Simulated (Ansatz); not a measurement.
A made-up structure of C₂H₅Si (charge +1), closed shell:

| atom | x (Å) | y (Å) | z (Å) |
| --- | --- | --- | --- |
| C1 | -0.9621 | 0.2562 | -0.9125 |
| C2 | 0.0603 | 0.9081 | -0.8274 |
| Si3 | 0.4178 | -0.4886 | 0.7575 |
| H4 | -1.8767 | -0.2985 | -1.0159 |
| H5 | -0.7519 | 0.0115 | 0.0973 |
| H6 | 0.5272 | 0.5102 | 1.8326 |
| H7 | 1.6586 | -1.0512 | 0.2013 |
| H8 | -0.6943 | -1.4466 | 0.9030 |

It is relaxed with PBE-D4/def2-SVP and then PBE0-D4/def2-TZVP (Ansatz 0.2.0). Atoms count as bonded within 1.22 times the sum of their covalent radii (H–H: 0.88 Å). The end point is not checked to be a true minimum.

Task: Does its bonding change? (Judge from chemistry; the calculation decides.)

Result: The calculation gives: Yes. Formed: none; broken: Si3–H5.

Where it ends: The first stage lowers the energy by 4.66 eV in 14 steps. It ends as C₂H₅Si ([CH2][C][SiH3]), total charge +1:
```
8
angstrom
C -1.2565 0.2513 -1.2376
C -0.4817 -0.0752 -0.3388
Si 0.7644 -0.5966 1.0265
H -1.8969 0.5250 -2.0606
H -1.6866 0.3524 -0.0675
H 0.9443 0.6292 1.8239
H 1.9070 -0.9774 0.1744
H 0.0849 -1.7076 1.7156
```

Labels in which every atom is bracketed show which atoms are joined, not bond orders.

For scale, one of the runs: PBE0-D4/def2-TZVP relaxation, 129 basis functions, launched by `ansatz run in.yaml --threads 2 --pin off --events-out ev --progress --plain --max-ram 4352MiB`. The run took about 8 s on 2 CPU threads of an AMD EPYC 9B45 (shared host).
